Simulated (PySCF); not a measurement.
## Vibration and rotation of SN

ROHF-CCSD(T) constants of SN, ²Π (doublet), unpaired electrons π ↑ (PySCF, no relativity, basis sets S def2-SVPD, N def2-SVPD; masses 31.9721 and 14.0031 u):

- ωe: 1184.2 cm⁻¹
- ωexe: 7.6 cm⁻¹
- Be: 0.74539 cm⁻¹
- αe: 0.00619 cm⁻¹
- D (centrifugal): 1.18e-06 cm⁻¹
- De to S + N: 4.05 eV

Task: Give the vibrational terms G(v) and spacings up to v = 6.

Result: G(v) = ωe(v+½) − ωexe(v+½)².

```csv
v,G(v) (cm⁻¹),G(v) − G(v−1),Bv (cm⁻¹)
0,590.2,,0.7423
1,1759.2,1169.0,0.7361
2,2913.0,1153.8,0.7299
3,4051.6,1138.6,0.7237
4,5175.0,1123.4,0.7175
5,6283.2,1108.2,0.7113
6,7376.2,1093.0,0.7052
```

Task: How well does the Morse estimate ωe²/(4ωexe) reproduce De, and what is D0?

Result: It gives 5.72 eV, 141 % of the computed De. D0 = De − G(0) = 4.05 − 0.07 = 3.98 eV.

Correlated steps freeze 6 core orbitals. Correlated levels converge slowly with the basis: in double zeta they bind strong bonds too weakly, by up to about 1 eV, and carry superposition errors of some tenths. The state was picked by a PBE0 search and need not be the measured ground state.
